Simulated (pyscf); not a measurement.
A first-order saddle from PySCF, ωB97X-D3(BJ)/def2-SVP:

```xyz
16

C      1.2062    -0.2911     0.7421
Ga    -0.7033    -0.4269     0.2941
C     -1.6497    -2.0976    -0.1387
N     -1.7031     1.1189     0.4427
H      1.6009    -1.2267     1.1676
H      1.3892     0.5268     1.4565
H      1.7888    -0.0709    -0.1690
H     -1.1213    -2.6503    -0.9330
H     -2.6859    -1.9215    -0.4641
H     -1.6762    -2.7529     0.7480
H     -0.9746     2.1866     0.3877
H     -2.4694     1.3329    -0.1992
C     -0.2207     3.1779     0.0852
H     -0.6737     3.6787    -0.7802
H      0.7700     2.7628    -0.1405
H     -0.2207     3.8067     0.9851
```
Charge 0, spin multiplicity 2.

Surface: doublet, charge 0. Lowest wavenumbers (cm⁻¹): 1715i, 29, 46, 62, 70.

Name the species on either side of this saddle.

H₃C–Ga(CH₃)–NH₂ + methyl (CH₃•) ⇌ H₃C–Ga(CH₃)–NH• + methane (CH₄), a hydrogen abstraction read from left to right: H–N broken and C–H formed. At ωB97M-D3(BJ)/def2-TZVP it lies +75.8 kJ/mol from the left side and +48.4 kJ/mol from the right (each side as separated species at their lowest minima found). This is the saddle that the search found; another between the same sides may lie lower. The angle at the transferred H is 168°. Elements up to Kr have no core potential and no relativistic terms here.
